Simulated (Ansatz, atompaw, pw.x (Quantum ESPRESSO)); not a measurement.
## Sn: one change to the PAW (atompaw) potential, in the atom and in the diamond crystal

Sn, PAW, made with atompaw 4.2.0.5 (PBE, scalar-relativistic). Core [Kr] 4d10, reference 5s1.75 5p2.25. Waves: 5s (bound): rc 2.40 bohr; 5s channel at -0.3 Ry: rc 2.40 bohr; 5p (bound): rc 2.90 bohr; 5p channel at 0.15 Ry: rc 2.90 bohr; 5d channel at 0.15 Ry: rc 2.85 bohr; 5d channel at 2.9 Ry: rc 2.90 bohr. Local part: bessel scheme, radius 2.00 bohr. Core correction: smooth core density matched at 1.50 bohr. Augmentation charge: sinc compensation charge, radius 2.75 bohr; PAW radius 2.90 bohr; waves and projectors: custom rrkj vanderbiltortho.

Change: wave 5d channel at 0.15 Ry: rc 2.85 bohr becomes 5d channel at 0.06 Ry: rc 2.85 bohr.

Cutoffs, loose and tight: the cutoffs (Ry, on a coarse ladder) from which the occupation-weighted sum of valence levels, in a spherical-Bessel basis at the reference potential, stays within 10 and 1 mRy of its value at 400 Ry. They see the waves, projectors and local potential, not the compensation charge or the core.

Crystal test: diamond Sn in pw.x 7.5, no spin, 8³ k-points, Fermi–Dirac smearing 0.01 Ry, cutoffs set for each file from its atomic test. The reference is all-electron LAPW (Ansatz 0.2.0) with the same functional, mesh and smearing; V0 and B0 come from Birch–Murnaghan fits to the pressures at five volumes. Errors are pseudo minus all-electron; Δ is the rms difference of the E(V) curves that follow from these fits, minima aligned, over ±6 % about the mean V0. Mesh and smearing are coarse, so the numbers serve the comparison and aren't converged zero-temperature values; the lattice is a test structure that the element need not adopt.

All-electron: a0 = 6.661 Å (V0 = 36.95 Å³/atom), B0 = 35.1 GPa.

Question: Does the change bring the crystal closer to the all-electron result?

Answer: The mean pressure error goes from +0.32 to +0.37 GPa, so the change moves the solid further from the all-electron pressures.

```csv
quantity,base,changed
outcome (atom),generated,generated
"cutoff, loose (atom)",6 Ry,6 Ry
"cutoff, tight (atom)",8 Ry,8 Ry
bound ghosts (atom),none,none
cutoffs in pw.x (Ry),40/400,40/400
a0 (Å),6.680,6.684
a0 error (%),+0.29,+0.34
B0 error (%),-0.8,-1.0
Δ (meV/atom),2.5,2.9
mean pressure error (GPa),+0.32,+0.37
```

Base: The largest radius (2.90 bohr) exceeds half the bond length (2.72 bohr), so the spheres overlap, which is one possible source of error among others. Changed file: The largest radius (2.90 bohr) exceeds half the bond length (2.72 bohr), so the spheres overlap, which is one possible source of error among others. The atomic cutoffs weigh occupied waves only.
